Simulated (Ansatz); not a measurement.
# BSiH2 (quartet): the correlation ladder, cc-pVTZ

Aim: climb from Hartree-Fock through coupled cluster and multireference methods for BSiH2 (quartet) at one geometry and basis, and see what each rung misses.

Method: cc-pVTZ, correlated electrons: outside noble gas; program: Ansatz 0.2.0, Gaussian basis.

To be run: UHF; CCSD(T) on ROHF; CCSD(T) on UHF; BCCD(T) on ROHF; CCSDT(Q) on ROHF; CCSDT(Q) on UHF; CASSCF and MRCISD+Q, 9 electrons in 10 orbitals; CASSCF and NEVPT2, 9 electrons in 10 orbitals.

### 1 The geometry

The geometry is a PBE0/def2-TZVP stationary point (not a proven minimum) of the parent state, kept for this charge and spin.

4 atoms, charge 0, spin multiplicity 4.

Atoms are counted from 1 here; the program's logs count them from 0.

Bond lengths: Si1–B2 1.844 Å, B2–H3 1.322 Å, B2–H4 1.185 Å. Angles: Si1–B2–H3 66.1°, Si1–B2–H4 177.9°, H3–B2–H4 116.0°.

In the tables R marks a restricted open-shell determinant and U an unrestricted one; 'valence' is the active space of 9 electrons in 10 orbitals; correlation energies count from the lowest restricted Hartree-Fock solution.

### 2 UHF

File in.yaml:

```yaml
crystal:
  periodic: [false, false, false]
  atoms:
    - {symbol: Si, position_ang: [0.000000, -0.005322, 0.594837]}
    - {symbol: B, position_ang: [0.000000, -0.077872, -1.247918]}
    - {symbol: H, position_ang: [0.000000, 1.150544, -0.760155]}
    - {symbol: H, position_ang: [0.000000, -0.167010, -2.429569]}
basis:
  gaussian: {orbitals: cc-pVTZ}
magnetization: {spin_polarized: true, initial_magnetization: 3}
hamiltonian: {xc: hf}
output: {orbitals: {seedname: orbitals}}
```

Started as:

```bash
$ ansatz run in.yaml --threads 1 --pin off --events-out ev --progress --plain --max-ram 2560MiB --backend cpu
```

After this run come: CCSD(T) on ROHF; CCSD(T) on UHF; BCCD(T) on ROHF; CCSDT(Q) on ROHF; CCSDT(Q) on UHF; CASSCF and MRCISD+Q, 9 electrons in 10 orbitals; CASSCF and NEVPT2, 9 electrons in 10 orbitals.

Q: Predict the results of all the runs planned. Wanted: correlation energy, UCCSDT(Q); RMP2 from UCCSDT(Q); UMP2 from UCCSDT(Q); RCCSD from UCCSDT(Q); RCCSD(T) from UCCSDT(Q); UCCSD(T) from UCCSDT(Q); RCCSDT(Q) from UCCSDT(Q); NEVPT2 valence from UCCSDT(Q); MRCISD+Q valence from UCCSDT(Q).

As calculated:

```
                                      quantity                      value
                 correlation energy, UCCSDT(Q)                 -6.0333 eV
                           RMP2 from UCCSDT(Q)            +28.34 kcal/mol
                           UMP2 from UCCSDT(Q)            +27.49 kcal/mol
                          RCCSD from UCCSDT(Q)             +8.19 kcal/mol
                       RCCSD(T) from UCCSDT(Q)             +1.52 kcal/mol
                       UCCSD(T) from UCCSDT(Q)             +1.43 kcal/mol
                      RCCSDT(Q) from UCCSDT(Q)             +0.05 kcal/mol
                 NEVPT2 valence from UCCSDT(Q)            +23.85 kcal/mol
               MRCISD+Q valence from UCCSDT(Q)             +1.77 kcal/mol
levels of the table within 1 kcal/mol (43 meV)  RCCSDT, UCCSDT, RCCSDT(Q)
                                 T1 diagnostic                      0.058
                effectively unpaired electrons                       3.03
```

**Reading.** RCCSD(T) misses by +1.52 kcal/mol, 1.1 % of the correlation energy. The occupations are near whole numbers, but T1 = 0.058 shows that the orbitals relax strongly. Of the multireference levels listed MRCISD+Q valence comes nearest in total energy (+1.77 kcal/mol), which doesn't show that its space is the better one. These misses are within one basis, not against nature; the frozen cores of restricted and unrestricted runs differ, which can shift their rows.
